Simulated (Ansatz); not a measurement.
We consider hematite (α-Fe2O3), described by LDA (Ansatz, a first-principles code, plane waves, hard PAW).

Settings: plane-wave cutoff 930 eV, 10×10×10 k mesh, Fermi–Dirac smearing 0.05 eV, ferromagnetic start, spin-polarised with parallel moments.

Cell (relaxed at this level):

```cif
data_Fe12O18
_chemical_formula_sum 'Fe12 O18'
_space_group_name_H-M_alt 'R-3c :H'
_space_group_IT_number 167
_space_group_name_Hall '-R 3 2"c'
_cell_length_a 4.64519
_cell_length_b 4.64519
_cell_length_c 13.09317
_cell_angle_alpha 90.000
_cell_angle_beta 90.000
_cell_angle_gamma 120.000
loop_
_atom_site_label
_atom_site_type_symbol
_atom_site_symmetry_multiplicity
_atom_site_Wyckoff_symbol
_atom_site_fract_x
_atom_site_fract_y
_atom_site_fract_z
_atom_site_occupancy
Fe1 Fe 12 c 0.00000 0.00000 0.15450 1
O1 O 18 e 0.31423 0.31423 0.25000 1
```
(The calculation used a cell of 10 atoms; values per cell refer to that cell.)

Problem. Estimate the magnetic moment (largest site, within a sphere) that the calculation returns.

Solution. 
magnetic moment (largest site, within a sphere): 0.84 μB

The run finds no gap.

Moments are spin moments.

Computed values are for the static lattice.
